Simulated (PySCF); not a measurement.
# CO from Hartree–Fock to correlated methods

State: ¹Σ⁺ (singlet), closed shell. Set-up: basis C jorge-DZP-DKH, O jorge-DZP-DKH; spin-free X2C with a Gaussian nucleus; PySCF 2.14. De refers to C + O in their high-spin ground configurations, without counterpoise correction. A positive dipole means C(−)O(+).

| Level | Re (Å) | ωe (cm⁻¹) | De (eV) | μ (D) | CPU s a point (SCF and correlation, without the integrals) |
| --- | --- | --- | --- | --- | --- |
| RHF | 1.114 | 2425 | 7.23 | -0.20 | 0.013 |
| RHF-MP2 | 1.152 | 2102 | 10.90 | n/a | 0.019 |
| RHF-SCS-MP2 | 1.149 | 2129 | 10.64 | n/a | n/a |
| RHF-CCSD | 1.143 | 2201 | 10.12 | n/a | n/a |
| RHF-CCSD(T) | 1.149 | 2139 | 10.36 | n/a | 0.15 |
| PBE | 1.153 | 2097 | 11.30 | 0.21 | 0.22 |
| revPBE | 1.156 | 2083 | 10.92 | 0.20 | 0.17 |
| BP86 | 1.154 | 2090 | 11.25 | 0.19 | 0.17 |
| r²SCAN | 1.143 | 2169 | 10.74 | 0.15 | 0.35 |
| r²SCANh | 1.138 | 2206 | 10.54 | 0.12 | 0.34 |
| PBE0 | 1.138 | 2218 | 10.70 | 0.11 | 0.35 |

Q: Which functional lies closest to RHF-CCSD(T) in De, which farthest, and by how much do they differ from it?

A: Closest is r²SCANh (-1.1 pm in Re, +3.1 % in ωe, +0.18 eV in De against RHF-CCSD(T) in the same basis), farthest PBE (+0.4 pm in Re, -2.0 % in ωe, +0.94 eV in De). CCSD(T) converges more slowly with the basis than the functionals do and binds too weakly in this one, so the order can change at the basis-set limit.

Q: What does a quarter of exact exchange do here, going from PBE to PBE0?

A: PBE0 less PBE: -1.5 pm in Re, +5.8 % in ωe, -0.60 eV in De. Exact exchange removes part of the self-interaction that spreads semilocal densities, and in most molecules shortens and stiffens the bond and lowers De; so it does here.

Q: What does the step from GGA to meta-GGA do here, going from PBE to r²SCAN?

A: r²SCAN less PBE: -1.0 pm in Re, +3.4 % in ωe, -0.56 eV in De. 

Correlated steps freeze 2 core orbitals. Correlated levels converge slowly with the basis: in double zeta they bind strong bonds too weakly, by up to about 1 eV, and carry superposition errors of some tenths. Where the molecule has an RHF reference, its open-shell atoms are computed with UHF. The CCSD T1 diagnostic is raised, a sign that a single reference may not be enough here.

The whole job (state search and all levels along the bond) took about 0.46 min on 1 thread of Arm Neoverse V2 (shared host), peak memory 0.37 GiB.
